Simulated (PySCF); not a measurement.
**CH5Si (SMILES C[SiH2]) at 6 levels**

Aim: a comparison of 6 runs (UB2PLYP/STO-3G, UPBE/STO-3G, UMP2/STO-3G, NEVPT2(3,3)/STO-3G, UCISD/STO-3G, UCCSD(T)/STO-3G) of CH5Si. The job is set up through a Python script.

Program for the calculation: PySCF 2.14.0.

2 further runs of the same task are left out: 2 set aside as unsound or not needed.

## Step 1: The system as given

CH5Si has 7 atoms, charge 0, and is taken as a doublet. As SMILES, `C[SiH2]`. The coordinates come from a PBE0-D4/def2-TZVP relaxation.

Bond lengths: C1–Si2 1.875 Å, C1–H3 1.094 Å, C1–H4 1.092 Å, C1–H5 1.092 Å, Si2–H6 1.491 Å, Si2–H7 1.490 Å. Angles: C1–Si2–H6 111.8°, C1–Si2–H7 111.8°, Si2–C1–H3 110.5°, Si2–C1–H4 110.8°, Si2–C1–H5 110.8°, H6–Si2–H7 109.5°, H3–C1–H4 108.1°, H3–C1–H5 108.2°, H4–C1–H5 108.3°.

## Step 2: A single-point energy at UB2PLYP/STO-3G (run 1)

start.xyz reads:

```xyz
7

C     -0.122600    -0.803200     0.095200
Si     0.176200     1.034800     0.314000
H     -0.204800    -1.054900    -0.966600
H      0.699200    -1.383300     0.519500
H     -1.047100    -1.107700     0.589500
H     -0.951500     1.846400    -0.225700
H      1.450600     1.468000    -0.326000
```

input.py reads:

```python
from pyscf import gto, dft, mp

molecule = gto.M(
    atom='start.xyz',
    max_memory=1860,
    verbose=3,
    basis='sto-3g',
    spin=1,
)

mf = dft.UKS(molecule, xc='0.53*HF + 0.47*B88, 0.73*LYP')
mf.grids.level = 5
mf.conv_tol = 1e-10
mf.kernel()
if not mf.converged:
    mf = mf.newton().run(mf.mo_coeff, mf.mo_occ)

pt = mp.MP2(mf, frozen=6).run()
energy = mf.e_tot + 0.27 * pt.e_corr
print('PT2 part  %.8f' % (0.27 * pt.e_corr))
print('E = %.10f Eh' % energy)
```

Command:

```
OMP_NUM_THREADS=1 python input.py
```

Output:

```text
WARN: HOMO -0.0661375455269521 >= LUMO -0.0661375455269527

converged SCF energy = -326.452719192074  <S^2> = 0.75065219  2S+1 = 2.0006521
E(UMP2) = -326.560151983243  E_corr = -0.107432791168722
E(SCS-UMP2) = -326.574674091007  E_corr = -0.121954898932993
PT2 part  -0.02900685
E = -326.4817260457 Eh
```

It took 4.2 s on 1 thread of Arm Neoverse V2, shared host; peak memory 0.21 GiB.

## Step 3: The energy at UPBE/STO-3G (run 2)

input.py reads:

```python
from pyscf import gto, dft

mol = gto.M(
    atom='''
C     -0.231680    -1.517828     0.179902
Si     0.332970     1.955489     0.593374
H     -0.387016    -1.993472    -1.826609
H      1.321297    -2.614058     0.981713
H     -1.978732    -2.093250     1.113994
H     -1.798074     3.489190    -0.426511
H      2.741237     2.774118    -0.616051
''',
    spin=1,
    unit='bohr',
    max_memory=1860,
    verbose=4,
    basis='sto-3g',
)

myscf = dft.UKS(mol, xc='pbe')
myscf.conv_tol = 1e-10
myscf.grids.level = 5
myscf.kernel()
if not myscf.converged:
    myscf = myscf.newton().run(myscf.mo_coeff, myscf.mo_occ)

energy = myscf.e_tot
print('Final energy', energy)
```

Command:

```
OMP_NUM_THREADS=1 python input.py
```

Output:

```text
PySCF version 2.14.0

[... 96 lines left out ...]
converged SCF energy = -326.47884222579  <S^2> = 0.75086676  2S+1 = 2.0008666
Final energy -326.4788422257903
```

Run time: 3.9 s. Hardware: 1 thread of Arm Neoverse V2, shared host; peak memory 0.21 GiB.

## Step 4: A single-point energy at UMP2/STO-3G (run 3)

geometry.xyz reads:

```xyz
7

C     -0.122600    -0.803200     0.095200
Si     0.176200     1.034800     0.314000
H     -0.204800    -1.054900    -0.966600
H      0.699200    -1.383300     0.519500
H     -1.047100    -1.107700     0.589500
H     -0.951500     1.846400    -0.225700
H      1.450600     1.468000    -0.326000
```

run.py reads:

```python
from pyscf import gto, mp

mol = gto.M(
    atom='geometry.xyz',
    max_memory=1860,
    basis='sto-3g',
    verbose=3,
    spin=1,
    charge=0,
)

calc0 = mol.UHF()
calc0.conv_tol = 1e-10
calc0.kernel()
if not calc0.converged:
    calc0 = calc0.newton().run(calc0.mo_coeff, calc0.mo_occ)

pt = mp.MP2(calc0, frozen=6).run()
etot = pt.e_tot
print(f'total energy: {etot:.8f} hartree')
```

Command:

```
OMP_NUM_THREADS=1 python run.py
```

Output:

```text
converged SCF energy = -325.866551952457  <S^2> = 0.75199095  2S+1 = 2.00199
E(UMP2) = -325.951838671924  E_corr = -0.0852867194669524
E(SCS-UMP2) = -325.963513463367  E_corr = -0.0969615109101609
total energy: -325.95183867 hartree
```

Run time: 0.56 s. Hardware: 1 thread of Arm Neoverse V2, shared host; peak memory 0.12 GiB.

Runs 4 to 5 aren't shown in full; the table further down has their settings and results.

## Step 5: A single-point energy at UCCSD(T)/STO-3G (run 6)

input.py reads:

```python
# C[SiH2]
from pyscf import gto, cc

mol = gto.Mole()
mol.atom = '''
C     -0.231680    -1.517828     0.179902
Si     0.332970     1.955489     0.593374
H     -0.387016    -1.993472    -1.826609
H      1.321297    -2.614058     0.981713
H     -1.978732    -2.093250     1.113994
H     -1.798074     3.489190    -0.426511
H      2.741237     2.774118    -0.616051
'''
mol.basis = 'sto-3g'
mol.unit = 'bohr'
mol.spin = 1
mol.verbose = 4
mol.charge = 0
mol.max_memory = 1860
mol.build()

hf = mol.UHF()
hf.conv_tol = 1e-10
hf.kernel()
if not hf.converged:
    hf = hf.newton().run(hf.mo_coeff, hf.mo_occ)

mycc = cc.CCSD(hf, frozen=6)
mycc.kernel()
e_t = mycc.ccsd_t()
energy = mycc.e_tot + e_t
print('E = %.10f Eh' % energy)
```

Command:

```
OMP_NUM_THREADS=1 python input.py
```

Output:

```text
PySCF version 2.14.0

[... 87 lines left out ...]
converged SCF energy = -325.866551968525  <S^2> = 0.75199095  2S+1 = 2.00199
[... 12 lines left out ...]
Init t2, MP2 energy = -0.0852867220167035
[... 12 lines left out ...]
UCCSD converged
[... 2 lines left out ...]
E = -325.9863863646 Eh
```

It took 0.66 s on 1 thread of Arm Neoverse V2, shared host; peak memory 0.12 GiB.

## Step 6: All runs side by side

| run | level | frozen core orbitals | integration grid | energy (Eh) | dipole moment (D) of the reference | HOMO energy (eV) | LUMO energy (eV) | wall time |
| --- | --- | --- | --- | --- | --- | --- | --- | --- |
| 1 | UB2PLYP/STO-3G | 6 | 5 | -326.481726 | 0.51 | -4.19 | 3.35 | 4.2 s |
| 2 | UPBE/STO-3G | – | 5 | -326.478842 | 0.39 | -1.65 | 0.58 | 3.9 s |
| 3 | UMP2/STO-3G | 6 | – | -325.951839 | 0.66 | -6.31 | 6.68 | 0.56 s |
| 4 | NEVPT2(3,3)/STO-3G | – | – | -325.957884 | 0.64 | – | – | 0.72 s |
| 5 | UCISD/STO-3G | 6 | – | -325.979151 | 0.66 | -6.31 | 6.68 | 0.6 s |
| 6 | UCCSD(T)/STO-3G | 6 | – | -325.986386 | 0.66 | -6.31 | 6.68 | 0.66 s |

## Step 7: Summary of results

```
                                                         quantity          value
                                              run 6: total energy  -325.98639 Eh
                      run 6: dipole moment (Hartree–Fock density)         0.66 D
run 6: HOMO energy (Hartree–Fock orbitals) (highest over α and β)       -6.31 eV
 run 6: LUMO energy (Hartree–Fock orbitals) (lowest over α and β)        6.68 eV
               run 6: correlation energy (6 core orbitals frozen)     -119.8 mEh
                                            run 6: (T) correction      -0.69 mEh
                         run 6: ⟨S²⟩ of the reference determinant          0.752
                                             run 6: T1 diagnostic          0.003
```

What this shows: Totals of different functionals can't be ranked against each other. In runs 1, 2, 3, 4, 5, 6 the basis is minimal, so the values are rough. All runs together took 11 s, the longest 4.2 s.
